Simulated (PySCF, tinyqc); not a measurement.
Orbital energy against energy difference: ionisation energy by orbital energies and by energy differences in the cc-pvdz basis, for BH, spin multiplicity 1. Computed by the program tinyqc with PySCF. 

Geometry (angstrom):

| atom | x | y | z |
|---|---|---|---|
| B | 0.0000 | 0.0000 | 0.0000 |
| H | 0.0000 | 0.0000 | 1.1740 |

CCSD(T) difference in the same basis = 9.5686 eV

IP-EOM-CCSD = 9.5955 eV

The cation is unrestricted; errors are against CCSD(T) in this basis, not against experiment.

First vertical ionisation energy (eV):

| method | -e(HOMO) | E(cation) - E | error of -e(HOMO) | error of the difference |
|---|---|---|---|---|
| HF | 9.331 | 8.37301 | -0.238 | -1.196 |
| LDA | 5.242 | 9.60096 | -4.326 | 0.032 |
| PBE | 5.270 | 9.51541 | -4.298 | -0.053 |
| B3LYP | 6.292 | 9.64440 | -3.277 | 0.076 |
| PBE0 | 6.476 | 9.47019 | -3.093 | -0.098 |
| CAM-B3LYP | 7.874 | 9.61935 | -1.694 | 0.051 |
| LC-wPBE | 9.302 | 9.53512 | -0.267 | -0.033 |

Koopmans errs by -0.24 eV and Delta-HF by -1.20 eV: relaxation, 0.96 eV, lowers the value and the missing correlation difference works against it. The PBE level is off by -4.3 eV through the wrong tail of its potential, though its energy difference is off by -0.05 eV; exact exchange deepens the level, and among the orbital energies HF comes closest; among the differences LDA does. The restricted reference is unstable here: a spin-polarised solution lies 0.0068 hartree lower (PySCF), so results built on it describe a poor reference.
